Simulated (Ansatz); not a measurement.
We consider CsCl-type TlCl, described by Hartree–Fock (plane waves, PAW; Ansatz, an electronic-structure program).

Settings: plane-wave cutoff 460 eV, 8×8×8 k mesh, Fermi–Dirac smearing 0.01 eV, scalar-relativistic PAW data made under PBE.

Response to compression and expansion:

| V (Å³/atom) | P (GPa) | direct gap at Γ (eV) | smallest gap on the k mesh (eV) |
|---|---|---|---|
| 33.870 | 0.85 | 16.908 | 8.874 |
| 34.761 | 0.39 | 16.671 | 8.952 |
| 35.738 | -0.04 | 16.423 | 9.031 |
| 36.544 | -0.34 | 16.227 | 9.092 |
| 37.435 | -0.63 | 16.019 | 9.153 |

The fundamental gap (9.02 eV at the equilibrium volume, on the SCF mesh) lies elsewhere than Γ–Γ.

Note: the cell is over a tenth larger than the published one (another phase or state, or a fault of the published cell, is possible).

Spin–orbit coupling is not included; with these elements it can move the gap by several tenths of an eV or more.
